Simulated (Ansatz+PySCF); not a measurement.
A calculation with Ansatz (development build ahead of 0.2.0).

```yaml
crystal:
  periodic: [false, false, false]
  atoms:
    - { symbol: "N", position_ang: [-0.02985, 0.0, 0.65355] }
    - { symbol: "N", position_ang: [0.02985, 0.0, -0.65355] }
    - { symbol: H, position_ang: [0.01035, -0.92414, 1.17754] }
    - { symbol: H, position_ang: [0.01035, 0.92414, 1.17754] }
    - { symbol: H, position_ang: [-0.01035, -0.92414, -1.17754] }
    - { symbol: H, position_ang: [-0.01035, 0.92414, -1.17754] }
basis:
  gaussian: { orbitals: cc-pVTZ }
total_charge: 1
magnetization:
  spin_polarized: true
  initial_magnetization: 1
hamiltonian:
  xc: hf
correlation:
  method: mp2
  frozen_orbitals: { H: 0, "N": 1 }
output:
  forces: true
```

The input is written out in the form of the current development build from the run's settings.

Output:

```yaml
Converged: yes
Reference_energy: -110.95973 hartree
Correlation_energy: -0.40599 hartree
Total_energy: -111.36571 hartree
Spin_squared_of_the_determinant: 0.772
Stability_test: minimum
Occupied_orbitals_by_symmetry_in_an_Abelian_subgroup_alpha;_beta: 4 Ag 1 Au 1 Bg 3 Bu; 3 Ag 1 Au 1 Bg 3 Bu
```

Forces (eV/Å):
```tsv
atom	Fx	Fy	Fz
N1	0.078	0.000	1.926
N2	-0.078	0.000	-1.926
H3	-0.055	1.776	-1.031
H4	-0.055	-1.776	-1.031
H5	0.055	1.776	1.031
H6	0.055	-1.776	1.031
```

Caution: MP2 on this radical cation hangs on the determinant chosen.
